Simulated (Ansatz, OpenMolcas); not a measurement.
How basis sets differ on SiNH4F (SMILES N[SiH2]F)

SiNH4F has 7 atoms, charge 0, and is taken as a singlet. As SMILES, `N[SiH2]F`. The shape is that of a PBE0-D4/def2-TZVP optimisation. This is one conformer, not always the lowest.

```xyz
7

N    -0.7615    0.3390   -0.6252
Si    0.5311   -0.1157    0.3734
F     0.5151   -1.6539    0.8298
H    -0.7866    0.1051   -1.6036
H    -1.6822    0.5135   -0.2584
H     0.4559    0.6762    1.6207
H     1.7894    0.0680   -0.3823
```

Each level gives the dipole moment (D). The values are calculated.

```tsv
level	kind	program	value (D)	CPU time
HF/STO-3G	Hartree–Fock	OpenMolcas	0.90	1.2 s
HF/3-21G	Hartree–Fock	Ansatz	2.14	0.49 s
HF/def2-SVP	Hartree–Fock	Ansatz	2.11	1.4 s
HF/aug-cc-pVDZ	Hartree–Fock	OpenMolcas	1.96	12 s
```

The values span 0.90 to 2.14 D. Magnitudes only: a small dipole may point the other way at some levels. Sets without polarisation functions give poor dipoles. CPU times are rough (shared hosts, several kinds of processor): they show what a rung costs within a factor of a few.
